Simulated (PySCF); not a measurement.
## How good is the calculation?

Cartesian coordinates in Å; atom numbers follow the order of the lines, from 1:
```xyz
10

C    -1.1761   -0.3479    0.0397
C     0.0541    0.5349   -0.0342
C     1.3375   -0.2394    0.0331
O     1.4674   -1.4096    0.1389
Cl    2.7722    0.8381   -0.0619
H    -2.0883    0.2640    0.0014
H    -1.1900   -0.9317    0.9710
H    -1.2041   -1.0603   -0.7972
H     0.0881    1.2767    0.7817
H     0.0892    1.1330   -0.9601
```

The experiment to reproduce: δ $^{13}$C C2 41.0; C1 9.3; δ $^{1}$H H9/H10 2.93; H6/H7/H8 1.24 ppm (measured; solution, not stated per compound (mostly CDCl3 or CCl4); Pretsch, Buehlmann, Badertscher, Structure Determination of Organic Compounds, 4th ed. (2009)).

Theory: shielding tensors at CAM-B3LYP/pcSseg-2 (GIAO), structure optimised with PBE0-D3(BJ)/def2-SVP, in PySCF 2.14 (rapidly exchanging positions averaged, no solvent, non-relativistic Hamiltonian, one conformer).

Problem. What does the calculation give, and how does it compare?

Solution. 
Reference values: measured (solution, not stated per compound (mostly CDCl3 or CCl4); Pretsch, Buehlmann, Badertscher, Structure Determination of Organic Compounds, 4th ed. (2009)).
```json
{"atoms": "C2", "quantity": "δ $^{13}$C", "reference": "41.0", "computed": "45.1"}
{"atoms": "C1", "quantity": "δ $^{13}$C", "reference": "9.3", "computed": "10.5"}
{"atoms": "H9/H10", "quantity": "δ $^{1}$H", "reference": "2.93", "computed": "2.88"}
{"atoms": "H6/H7/H8", "quantity": "δ $^{1}$H", "reference": "1.24", "computed": "1.10"}
```

Computed shifts are σ(ref) − σ with the named reference compound (TMS for H and C) calculated as an isolated molecule at the same level.

Problem. How far are the unscaled $^{13}$C shifts from the references?

Solution. Mean signed difference +2.65 ppm, mean absolute 2.65 ppm over 2 comparisons; the largest is +4.1 ppm at C2 (sp3 CH2 α to a carbonyl).

Problem. How far are the unscaled $^{1}$H shifts from the references?

Solution. Mean signed difference -0.10 ppm, mean absolute 0.10 ppm over 2 comparisons; the largest is -0.14 ppm at H6/H7/H8 (hydrogen on a methyl carbon).

4 of the 5 published NMR values on file for this molecule are compared.
